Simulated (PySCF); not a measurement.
## SF₄: breathing scan

Level of theory: PBE0/[S def2-SVP, F def2-SVP], no relativity, density fitting, PySCF.

Rigid scan from the singlet minimum (S–F 1.581 Å (×2), S–F 1.658 Å (×2); F–S–F 87.5° (×4), F–S–F 101.2°, F–S–F 172.2°). Coordinate: all bonds to the central atom scaled together. Energies in kJ/mol from the minimum.

```tsv
scale of all bonds to the centre	E (kJ/mol)	dipole size (D)
0.88	387.4	0.19
0.92	150.3	0.21
0.96	33.0	0.60
1.00	0.0	0.97
1.04	25.6	1.30
1.08	90.6	1.58
1.14	232.2	1.93
1.22	457.4	2.25
1.35	826.1	2.49
```

At long bonds a restricted determinant can lie too high, and another spin state can fall below this curve.

Other isomers or separated fragments may lie lower.

The scan took 9.4 s on 2 threads of a shared Arm Neoverse V1 host; the process peaked at 0.96 GiB.
